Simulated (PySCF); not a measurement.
A series of derivatives of CC#N

Parent skeleton `[CH3:1][C:2]#[N:3]`; one hydrogen on atom 1 is replaced by X. Hydrogens on one atom are averaged.

- PBE0-D3(BJ)/def2-SVP geometry
- σ from GIAO-PBE0/pcSseg-1
- run in PySCF 2.14
- averaged over atoms made equivalent by symmetry, fast rotation or ring inversion, a single conformation, no relativistic terms, no solvent model

Shifts are taken against calculated references (same method and geometry level): ¹³C (184.41 ppm) and ¹H (31.27 ppm) against TMS; ¹⁵N (265.67 ppm) vs NH3.

Parent (X = H): C1 1.5, C2 120.3, N3 305.7, H(C1) 1.80 ppm. Effects are Δδ = δ(X) − δ(H), positive for deshielding.

Q: Give Δδ (ppm) for X = BCl2, propynyl, SH.

A: 
| X | SMILES | C1 | C2 | N3 | H(C1) |
| --- | --- | --- | --- | --- | --- |
| BCl2 | N#CCB(Cl)Cl | +16.6 | -1.0 | +4.0 | +0.55 |
| propynyl | CC#CCC#N | +8.4 | -1.1 | -1.1 | +1.23 |
| SH | N#CCS | +12.3 | +1.5 | +3.9 | +1.08 |

Q: Which position responds most, and to which substituents?

A: C1: from +8.4 ppm with propynyl to +16.6 ppm with BCl2.

Experimental scales use liquid or dissolved standards, which lie at an offset from isolated NH3 (liquid NH3: subtract about 20 ppm). Unscaled 15N shifts of sp2 nitrogen come out 20 to 40 ppm too high even then.
